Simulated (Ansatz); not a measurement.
System: α-quartz (SiO2). Method: LDA (PAW; Ansatz, an electronic-structure program).

Numerical settings: plane-wave cutoff 520 eV, 6×6×4 k mesh (along the axes of the cell as run), scalar-relativistic PAW data made under PBE.

Cell (measured lattice):

```cif
data_O6Si3
_chemical_formula_sum 'Si3 O6'
_space_group_name_H-M_alt 'P3221'
_space_group_IT_number 154
_space_group_name_Hall 'P 32 2"'
_cell_length_a 4.91344
_cell_length_b 4.91344
_cell_length_c 5.40512
_cell_angle_alpha 90.000
_cell_angle_beta 90.000
_cell_angle_gamma 120.000
loop_
_atom_site_label
_atom_site_type_symbol
_atom_site_symmetry_multiplicity
_atom_site_Wyckoff_symbol
_atom_site_fract_x
_atom_site_fract_y
_atom_site_fract_z
_atom_site_occupancy
Si1 Si 3 a 0.53077 0.53077 0.00000 1
O1 O 6 c 0.26861 0.41325 0.21518 1
```

### Question
What does this level give for the elastic constant C13, elastic constant C44, elastic constant C12, elastic constant C11, elastic constant C33 and elastic constant C66?

### Answer

- elastic constant C13: 4.80 GPa
- elastic constant C44: 51.8 GPa
- elastic constant C12: 3.57 GPa
- elastic constant C11: 72.1 GPa
- elastic constant C33: 89.4 GPa
- elastic constant C66: 34.3 GPa

Measured, for comparison: elastic constant C13 11.8 GPa, elastic constant C44 58.3 GPa, elastic constant C12 6.99 GPa, elastic constant C11 86.8 GPa, elastic constant C33 105 GPa, elastic constant C66 39.9 GPa (298 K, no zero-point or thermal correction, C14's sign depends on the axes; as tabulated in Xie et al. (2023), arXiv:2212.00284). Computed (rounded) less measured: elastic constant C13 -59 %, elastic constant C44 -11 %, elastic constant C12 -49 %, elastic constant C11 -17 %, elastic constant C33 -15 %, elastic constant C66 -14 %.

Note: the cell isn't this level's own, so it is under some stress, which shifts stiffness and frequencies.

Elastic constants are with the ions relaxed.

The computed numbers hold no vibrational or temperature effects.
